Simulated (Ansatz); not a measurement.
One change: `C=C(O)C(F)F` becomes `C=CC(F)F`.

Ansatz, PBE0-D4/def2-TZVP geometries, multiplicity 1. Each molecule was computed in one conformer, which needn't be the lowest.

| property | `C=C(O)C(F)F` |
| --- | --- |
| size of the dipole moment (PBE/def2-TZVPP) / D | 0.89 |
| HOMO energy (PBE0/def2-TZVPP) / eV | -7.35 |
| size of the dipole moment (B3LYP/def2-TZVPP) / D | 1.10 |
| HOMO energy (B3LYP/def2-TZVPP) / eV | -7.13 |
| LUMO energy (PBE/def2-TZVPP) / eV | -1.12 |
| HOMO–LUMO gap (PBE/def2-TZVPP) / eV | 4.97 |

**Question.** What does the change do to each property? (Best estimate.)

**Answer.** Computed: 
| property | `C=CC(F)F` | shift |
| --- | --- | --- |
| size of the dipole moment (PBE/def2-TZVPP) / D | 1.96 | 1.07 |
| HOMO energy (PBE0/def2-TZVPP) / eV | -8.40 | -1.05 |
| size of the dipole moment (B3LYP/def2-TZVPP) / D | 2.12 | 1.02 |
| HOMO energy (B3LYP/def2-TZVPP) / eV | -8.17 | -1.04 |
| LUMO energy (PBE/def2-TZVPP) / eV | -1.54 | -0.42 |
| HOMO–LUMO gap (PBE/def2-TZVPP) / eV | 5.68 | 0.71 |

With PBE0 the HOMO falls by 1.05 eV and the LUMO falls by 0.39 eV, so the gap widens by about 0.66 eV. PBE moves the HOMO by -1.13 eV and ωB97M-V by -1.08 eV. Dipoles are sizes alone; their direction can turn.

B3LYP here is the variant with VWN-RPA as its local correlation; programs differ in this.
